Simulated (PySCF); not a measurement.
HF: one state, many levels of theory

State: ¹Σ⁺ (singlet), closed shell. Set-up: H def2-TZVPP, F def2-TZVPP; no relativity (PySCF 2.14). De refers to H + F in their high-spin ground configurations, without counterpoise correction. A positive dipole means H(−)F(+).

```tsv
Level	Re (Å)	ωe (cm⁻¹)	De (eV)	μ (D)
RHF	0.897	4472	4.20	-1.92
RHF-MP2	0.918	4153	6.16	n/a
RHF-SCS-MP2	0.918	4147	6.06	n/a
RHF-CCSD	0.915	4192	5.90	n/a
RHF-CCSD(T)	0.917	4153	5.98	n/a
PBE	0.930	3977	6.12	-1.81
BP86	0.931	3966	6.24	-1.81
TPSS	0.929	3991	5.99	-1.82
r²SCAN	0.921	4093	5.96	-1.84
TPSSh	0.924	4063	5.93	-1.83
r²SCANh	0.918	4145	5.90	-1.85
PBE0	0.918	4157	5.90	-1.85
CAM-B3LYP	0.921	4115	6.04	-1.88
```

Q: Which functional lies closest to RHF-CCSD(T) in De, which farthest, and by how much do they differ from it?

A: Closest is TPSS (+1.2 pm in Re, -3.9 % in ωe, +0.01 eV in De against RHF-CCSD(T) in the same basis), farthest BP86 (+1.4 pm in Re, -4.5 % in ωe, +0.26 eV in De). CCSD(T) converges more slowly with the basis than the functionals do and binds too weakly in this one, so the order can change at the basis-set limit.

Q: What does a tenth of exact exchange do here, going from TPSS to TPSSh?

A: TPSSh less TPSS: -0.5 pm in Re, +1.8 % in ωe, -0.06 eV in De. Exact exchange removes part of the self-interaction that spreads semilocal densities, and in most molecules shortens and stiffens the bond and lowers De; so it does here.

Q: What does the triples do here, going from RHF-CCSD to RHF-CCSD(T)?

A: RHF-CCSD(T) less RHF-CCSD: +0.2 pm in Re, -0.9 % in ωe, +0.08 eV in De. Correlation nearly always deepens the well. The bond lengthens, as in strong covalent bonds, where excitations into antibonding orbitals dominate.

Correlated steps freeze 1 core orbital. Where the molecule has an RHF reference, its open-shell atoms are computed with UHF.

The whole job (state search and all levels along the bond) took about 0.94 min on 1 thread of Arm Neoverse V1 (shared host), peak memory 0.5 GiB.
